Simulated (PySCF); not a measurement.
# One shape, several levels: H3O+ (oxonium)

Aim: a comparison of 6 runs (BHLYP/aug-cc-pVTZ, BLYP/aug-cc-pVTZ, PBE0/aug-cc-pVTZ, SVWN5/aug-cc-pVTZ, r2SCAN/aug-cc-pVTZ, CCSD(T)/aug-cc-pVTZ) of H3O+ (oxonium). Input form: a Python script.

The results are computed with PySCF 2.14.0.

3 further runs of the same task are left out: 3 set aside as unsound or not needed.

**1. The structure to begin with**

H3O+: 4 atoms, total charge +1, spin state singlet. SMILES: `[OH3+]`. One bond was lengthened or shortened from a relaxed shape.

Bond lengths: O1–H2 0.978 Å, O1–H3 1.125 Å, O1–H4 0.978 Å. Angles: H2–O1–H3 113.0°, H2–O1–H4 113.0°, H3–O1–H4 113.0°.

**2. The energy at BHLYP/aug-cc-pVTZ (run 1)**

File input.xyz:

```xyz
4
H3O
O      0.270577    -0.009973     0.054407
H      0.307667     0.965167     0.122307
H     -0.408890    -0.368290    -0.767380
H      0.096467    -0.446723     0.912187
```

File input.py:

```python
from pyscf import gto, dft

mol = gto.M(
    atom='input.xyz',
    basis='aug-cc-pvtz',
    verbose=3,
    max_memory=1860,
    charge=1,
)

ks = dft.RKS(mol)
ks.xc = 'bhandhlyp'
ks.grids.level = 5
ks.conv_tol = 1e-10
ks.kernel()
if not ks.converged:
    ks = ks.newton().run(ks.mo_coeff, ks.mo_occ)

energy = ks.e_tot
print('E(%s) = %.9f' % ('BHLYP', energy))
```

On the command line:

```console
$ OMP_NUM_THREADS=1 python input.py
```

The program printed:

```text
converged SCF energy = -76.68136053798
E(BHLYP) = -76.681360538
```

Run time: 8.7 s. Hardware: 1 thread of Arm Neoverse V1, shared host; peak memory 0.58 GiB.

**3. The energy at BLYP/aug-cc-pVTZ (run 2)**

File mol.xyz:

```xyz
4
H3O
O      0.270577    -0.009973     0.054407
H      0.307667     0.965167     0.122307
H     -0.408890    -0.368290    -0.767380
H      0.096467    -0.446723     0.912187
```

File run.py:

```python
from pyscf import gto, dft

mol = gto.M(
    atom='mol.xyz',
    charge=1,
    verbose=3,
    basis='aug-cc-pvtz',
    max_memory=1860,
)

mf = dft.RKS(mol, xc='blyp')
mf.grids.level = 5
mf.conv_tol = 1e-10
mf.kernel()
if not mf.converged:
    mf = mf.newton().run(mf.mo_coeff, mf.mo_occ)

e_final = mf.e_tot
print('E = %.10f Eh' % e_final)
```

On the command line:

```console
$ OMP_NUM_THREADS=1 python run.py
```

The program printed:

```text
converged SCF energy = -76.7077119741903
E = -76.7077119742 Eh
```

It took 8.7 s on 1 thread of Arm Neoverse V1, shared host; peak memory 0.58 GiB.

Runs 3 to 5 aren't shown in full; the table further down has their settings and results.

**4. A single-point energy at CCSD(T)/aug-cc-pVTZ (run 6)**

File calc.py:

```python
from pyscf import gto, cc

system = gto.Mole()
system.atom = '''
O        0.270577      -0.009973       0.054407
H        0.307667       0.965167       0.122307
H       -0.408890      -0.368290      -0.767380
H        0.096467      -0.446723       0.912187
'''
system.charge = 1
system.max_memory = 1860
system.basis = 'aug-cc-pvtz'
system.verbose = 3
system.build()

mf = system.RHF()
mf.conv_tol = 1e-10
mf.kernel()
if not mf.converged:
    mf = mf.newton().run(mf.mo_coeff, mf.mo_occ)

mycc = cc.CCSD(mf, frozen=1)
mycc.kernel()
e_t = mycc.ccsd_t()
e_tot = mycc.e_tot + e_t
print('E = %.10f Eh' % e_tot)
```

On the command line:

```console
$ OMP_NUM_THREADS=1 python calc.py
```

The program printed:

```text
converged SCF energy = -76.3216527283825
E(CCSD) = -76.59405184218814  E_corr = -0.2723991138056598
CCSD(T) correction = -0.00785265051489626
E = -76.6019044927 Eh
```

It took 38 s on 1 thread of Arm Neoverse V1, shared host; peak memory 1.6 GiB.

**5. The series**

| run | level | integration grid | frozen core orbitals | energy (Eh) | HOMO energy (eV) | LUMO energy (eV) | HOMO–LUMO gap (eV) | wall time |
| --- | --- | --- | --- | --- | --- | --- | --- | --- |
| 1 | BHLYP/aug-cc-pVTZ | 5 | – | -76.681361 | -22.21 | -7.08 | 15.13 | 8.7 s |
| 2 | BLYP/aug-cc-pVTZ | 5 | – | -76.707712 | -18.20 | -9.06 | 9.14 | 8.7 s |
| 3 | PBE0/aug-cc-pVTZ | 5 | – | -76.641542 | -20.26 | -7.82 | 12.44 | 8.7 s |
| 4 | SVWN5/aug-cc-pVTZ | 5 | – | -76.162475 | -18.31 | -8.86 | 9.46 | 6.6 s |
| 5 | r2SCAN/aug-cc-pVTZ | 5 | – | -76.684077 | -18.70 | -8.09 | 10.61 | 21 s |
| 6 | CCSD(T)/aug-cc-pVTZ | – | 1 | -76.601904 | -25.39 | -4.92 | 20.47 | 38 s |

**6. Results**

| quantity | value |
| --- | --- |
| run 6: total energy | -76.60190 Eh |
| run 6: HOMO energy (Hartree–Fock orbitals) | -25.39 eV |
| run 6: LUMO energy (Hartree–Fock orbitals) | -4.92 eV |
| run 6: HOMO–LUMO gap (Hartree–Fock orbitals) | 20.47 eV |
| run 6: correlation energy (1 core orbital frozen) | -280.3 mEh |
| run 6: (T) correction | -7.85 mEh |
| run 6: T1 diagnostic | 0.007 |

Over runs 1, 2, 3, 4, 5 the HOMO–LUMO gap runs from 9.14 eV (BLYP/aug-cc-pVTZ) to 15.13 eV (BHLYP/aug-cc-pVTZ). Totals of different functionals can't be ranked against each other. All runs together took 91 s, the longest 38 s.
